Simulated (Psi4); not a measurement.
Process, species as SMILES: OCl (OH-Cl) + H+ → [OH2+]Cl
B3LYP-D3(BJ)/def2-TZVP geometries, fixed; electronic energies without zero-point terms; positive where energy is released.
Largest species:
```
O
H 1 0.9855
H 1 0.9855 2 111.16
Cl 1 1.7467 2 110.24 3 122.56
```
Charge +1, spin multiplicity 1.

Effect of the treatment of two-electron integrals at PBE/cc-pV(T+d)Z with Psi4, against the last row, where the proton affinity is 159.22 kcal/mol. The proton sits at the site shown, which need not be the one that binds it best.

| setting | largest shift of a total energy (mEh) | shift of the proton affinity (kcal/mol) |
|---|---|---|
| scf_type: df | -0.025 | -0.003 |
| scf_type: cd | -0.061 | -0.002 |
| scf_type: pk | 0.000 | 0.000 |

Within 0.02 kcal/mol in the proton affinity: scf_type: df; scf_type: cd. The largest shift is 0.061 mEh in a total energy and 0.003 kcal/mol in the difference.
